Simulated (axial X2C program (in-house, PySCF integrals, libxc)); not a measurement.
**Nuclear properties of MgSi⁻**

Computed with an in-house all-electron X2C program for linear molecules (integrals from PySCF): two-component X2C with atomic mean-field Coulomb and Gaunt terms, Gaussian nuclei, basis Si dyall-av3z, Mg dyall-av3z with contracted cores.

R = 2.684 Å (near the PBE0 minimum at charge -1 of the determinant lowest at the starting distance; the state shown can have its own minimum elsewhere).

Input and command:
```json
{"zs": [14, 12], "q": -1, "bas": ["dyall-av3z", "dyall-av3z"], "r0": 2.55, "levels": ["PBE0", "HF", "r2SCAN", "B3LYP", "BHandHLYP"], "nst": 3}
```
```bash
python soeom.py task.json out
```

Keys: zs atomic numbers; q charge; bas basis sets; r0 starting distance in Å; levels methods; nst determinants followed.

Determinant lowest in the PBE0 search, Ω = 3/2 (⟨Sz⟩ = 1.50, ⟨Lz⟩ = 0.00 at PBE0), spin on the atoms Si 1.21, Mg 0.29:

| level | Eeff magnitude (GV/cm) | Ws magnitude Si (kHz) | Ws magnitude Mg (kHz) | A∥/gI Si (MHz) | qzz Si (a.u.) | A∥/gI Mg (MHz) | qzz Mg (a.u.) |
| --- | --- | --- | --- | --- | --- | --- | --- |
| PBE0 | 0.029 | 0.0018 | 0.00574 | -77.9 | -0.30 | -29.8 | -0.32 |
| HF | 0.0174 | 0.000628 | 0.00517 | -104 | -0.13 | -79.3 | -0.33 |
| r2SCAN | 0.0435 | 0.00372 | 0.00742 | -53 | -0.37 | -21.9 | -0.33 |
| B3LYP | 0.0286 | 0.00162 | 0.00582 | -48.6 | -0.33 | -13.8 | -0.32 |
| BHandHLYP | 0.0268 | 0.000953 | 0.00598 | -57.9 | -0.26 | -29.8 | -0.33 |

Determinant 0.78 eV from it at PBE0 and this distance, Ω = 1/2 (⟨Sz⟩ = 0.50, ⟨Lz⟩ = 0.00 at PBE0), spin on the atoms Si 0.29, Mg 0.21:

```csv
level,Eeff magnitude (GV/cm),Ws magnitude Si (kHz),Ws magnitude Mg (kHz),A∥/gI Si (MHz),qzz Si (a.u.),A∥/gI Mg (MHz),qzz Mg (a.u.)
PBE0,0.0411,0.00894,0.0231,6.08,-0.55,-0.608,-0.32
HF,0.0421,0.0063,0.0265,-78.6,-0.46,-169,-0.34
r2SCAN,0.0575,0.0159,0.0284,33.9,-0.65,63.1,-0.32
B3LYP,0.0394,0.00809,0.0227,33.1,-0.56,24.1,-0.32
BHandHLYP,0.0399,0.00726,0.0238,10.7,-0.51,-33.8,-0.33
```

Eeff is the effective electric field on the electron electric dipole moment in this Ω state and Ws the scalar–pseudoscalar constant of the nucleus named (defined with the proton number Z and per Ω); A∥ (defined per Ω) follows by multiplying with gI = μI/(I μN); qzz is the electric field gradient, eQq0 = 234.96 MHz × Q/barn × qzz. The operators were transformed with the bare-nucleus X2C matrices; with these basis sets, hyperfine constants and field gradients can be off by tens of per cent, and where levels differ in sign neither size nor sign is settled.

Task: With Q(25Mg) = 0.1994 barn (Q from Pyykkö, Mol. Phys. 2018), turn the PBE0 values of the first state into constants in MHz.

Result: eQq0(25Mg) = 234.96 × (0.1994) × (-0.32) = -15 MHz.

Each state is one determinant with collinear spin, which with several unpaired electrons need not be a pure state. Unrestricted Hartree–Fock can overshoot spin polarisation at the nuclei. For an anion, determinants above electron detachment, or with a positive highest level, are held by the basis set. This is the top spin component of a Σ state; components of lower Ω are not single determinants and can lie lower. With several open shells hyperfine constants can be off by a factor of several. Where Eeff spreads by more than a factor of two the levels disagree and none is to be relied on. States lie within half an eV, so the first need not be the ground state. The sign of Ws at Si differs between levels in the first state. Further determinants of the search, some of them spin-mixed, are not shown. Where a field gradient or hyperfine factor spreads by more than a factor of two over the levels, a constant derived from it is not to be relied on. PBE0 term energies can be off by some tenths of an eV.
